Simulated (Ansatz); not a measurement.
NNa, a ladder of methods at one geometry

Run with Ansatz 0.2.0, Python API.

The script reads `nna.xyz`:
```text
2

Na    0.00000    0.00000    0.00000
N     0.00000    0.00000    2.23000
```

The script, `nna.py`:
```python
"""NNa at several levels of theory."""

from pathlib import Path

import ansatz as az
import numpy as np

molecule = az.Crystal.molecule_from_extxyz("nna.xyz")

setup = (
    molecule.calculation()
    .basis(gaussian="def2-SVP")
    .spin("collinear", total=2)
)

print("functional    E (Ha)        dipole (D)   HOMO (eV)  LUMO (eV)")
for name in ["blyp", "hse06", "pbe0", "revpbe", "r2scan"]:
    r = setup.functional(name).forces().orbitals().run(runs_dir="runs").report
    lines = Path(r["orbitals_path"]).read_text().splitlines()
    field_of = lambda key: [line.split("=")[1].strip() for line in lines if line.startswith(key)]
    orbitals = [(27.211386 * float(e), s, float(n)) for e, s, n in zip(field_of("Ene="), field_of("Spin="), field_of("Occup="))]
    homo = max(e for e, _, n in orbitals if n > 0.5)
    lumo = min(e for e, _, n in orbitals if n < 0.5)
    dipole = 4.803205 * np.linalg.norm(r["charge_distribution"]["dipole_moment_e_ang"])
    print(f"{name:10s} {r['free_energy_ev'] / 27.211386246:14.6f} {dipole:9.3f} {homo:11.3f} {lumo:10.3f}")
```

`python nna.py` gives:
```text
functional    E (Ha)        dipole (D)   HOMO (eV)  LUMO (eV)
blyp          -216.789225     4.532      -3.123     -2.041
hse06         -216.621114     5.029      -3.375     -1.785
pbe0          -216.628483     5.107      -3.739     -1.455
revpbe        -216.742274     4.578      -3.076     -1.976
r2scan        -216.736195     4.506      -3.107     -1.839
```

What to keep in mind:
- Total energies depend on the basis set; only differences at equal settings carry meaning.
- The geometry is a force-field or estimated start, not a minimum of this method, and the basis set is short of its limit. A lower total doesn't mark the better method: functionals have no common bound, and MP2 and coupled cluster aren't variational.
- The species is open-shell (spin multiplicity 3).
- The expectation value of S² is noticeably off S(S+1) in at least one run, so that state is spin-contaminated.
- Levels such as HOMO and LUMO are orbital energies: with these approximate functionals they aren't the ionisation energy and electron affinity, and their gap isn't the fundamental gap.
- hse06 follows the composition of plane-wave codes, whose totals differ by tens of mHa, up to about 0.1 Ha, from the form usual in Gaussian-basis programs (wpbeh).
- The spin state was assumed, and another may lie lower.
- Wall time of the script: 17 s on 1 thread of Arm Neoverse V1, with other jobs on the host, peak memory 0.2 GiB.

(Lines on the test bed's own set-up are left out of the output.)
